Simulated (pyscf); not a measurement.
A first-order saddle from PySCF, ωB97X-D3(BJ)/def2-SVP:

```xyz
11

C      1.2184    -0.2406     0.1113
Zn     0.9096     1.0042    -1.6666
S     -0.2258     2.5112    -0.0611
H      0.7780    -1.1781    -0.2690
H      0.9604    -0.1956     1.1852
H      2.3174    -0.3297     0.0624
H      0.5545     1.1509     0.2084
C     -1.8093     1.6424    -0.2848
H     -1.6466     0.5635    -0.4528
H     -2.3483     2.0561    -1.1486
H     -2.4323     1.7619     0.6127
```
Charge 0, spin multiplicity 2.

Surface: doublet, charge 0. Lowest wavenumbers (cm⁻¹): 1366i, 88, 96, 122, 155.

Q: Which two sides does it connect, and which bonds change?

A: [H₃C–Zn]• + H₃C–SH <-> methane (CH₄) + [H₃C–S–Zn]•, a four-centre exchange read from left to right: C–Zn, H–S broken and C–H, S–Zn formed. At ωB97M-D3(BJ)/def2-TZVP it lies +0.78 eV from the left side and +1.93 eV from the right (each side as separated species at their lowest minima found). On the reactant side the descent ends in a complex, 0.25 eV under the separated species and 0.92 eV under the saddle at ωB97X-D3(BJ)/def2-TZVP. At ωB97X-D3(BJ)/def2-TZVP the barrier from the zero used here is 0.67 eV. One saddle was located; it need not be the lowest between these sides. Elements up to Kr have no core potential and no relativistic terms here.
